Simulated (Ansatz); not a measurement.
bcc Ta

The numbers are results of r²SCAN+rVV10 (Ansatz, a quantum-chemistry and plane-wave program, plane waves, PAW), not measurements.

Settings: plane-wave cutoff 560 eV, 24×24×24 k mesh, Fermi–Dirac smearing 0.05 eV, scalar-relativistic PAW data made under PBE.

Cell: relaxed at this level.

```json
{
 "volume_per_atom": "17.88 Å³/atom",
 "bulk_modulus": "205 GPa",
 "lattice_constant_a": "3.295 Å",
 "band_gap": "none",
 "pressure derivative B′ of the bulk modulus": "3.8"
}
```

Measured, for comparison: equilibrium volume per atom 17.95 Å³/atom, lattice constant a 3.299 Å (static lattice: zero-point anharmonic expansion removed; as tabulated in Mejia-Rodriguez and Trickey (2018), arXiv:1807.09216); bulk modulus 198 GPa (corrected for temperature and zero-point phonon effects, our sources range from 194 to 203; as tabulated in Levämäki et al. (2014), arXiv:1402.3671). Computed (rounded) less measured: equilibrium volume per atom -0.4 %, bulk modulus +4 % (+1.0 % to +6 % over the range), lattice constant a -0.1 %.

Spin–orbit coupling is not included.

Computed values are for the static lattice.
